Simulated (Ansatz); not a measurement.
The cluster Li3H4. Total charge 0; doublet. Geometry relaxed at r2SCAN-D4/def2-TZVP.

```xyz
7

Li    0.1097    2.4307   -0.9434
Li   -1.3408    1.0213    1.0009
Li    0.5961   -0.5216   -0.4136
H     1.4396   -2.4366   -0.6158
H    -0.6139   -0.5191    0.7958
H     0.9313   -2.5195   -0.0682
H    -1.1220    2.5447    0.2443
```

In the doublet, H4 and H6 lie 0.75 Å apart (atoms count from 1), so H2 has formed as a molecule. The structure comes from a short search, and lower isomers may exist.

(1) Estimate the harmonic wavenumbers at UKS r2SCAN-D4/def2-TZVP (Ansatz, unscaled). Is this a minimum?

Answers

(1) 63, 109, 204, 234, 309, 312, 370, 380, 456, 699, 884, 905, 1231, 1267, 4275 cm⁻¹. Yes, no mode is imaginary beyond noise. Zero-point energy 70.0 kJ/mol. It took 21 s on 4 threads of Arm Neoverse V2 on a shared host.
